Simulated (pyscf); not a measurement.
`[CH]#[C][CH3]` + `[H][H]` -> `[H][H]` + `[CH2]=[C]=[CH2]`, a concerted two-bond exchange (singlet surface; C–H, H–H broken, H–H, C–H formed). PySCF, gas phase, ωB97X-D3(BJ)/def2-SVP geometries. Energies in kcal/mol from the separated reactants.

Small-basis levels: PySCF, no dispersion term, spherical d functions. 

Task: In single points BP86/6-31G* puts the saddle at 38.9 kcal/mol and the reaction energy at -4.1 kcal/mol. Should these be trusted to within a few kcal/mol? Compare with ωB97M-D3(BJ)/def2-TZVP.

Result: ωB97M-D3(BJ)/def2-TZVP gives ΔE‡ = 49.4 kcal/mol and ΔE = -0.3 kcal/mol. BP86/6-31G* lies 10.5 kcal/mol under it in the barrier and 3.8 kcal/mol under it in the reaction energy, so on this step it does not hold to within 3.0 kcal/mol. ωB97M-D3(BJ)/def2-TZVP has limits of its own. This is the saddle that the search found; another between the same sides may lie lower.
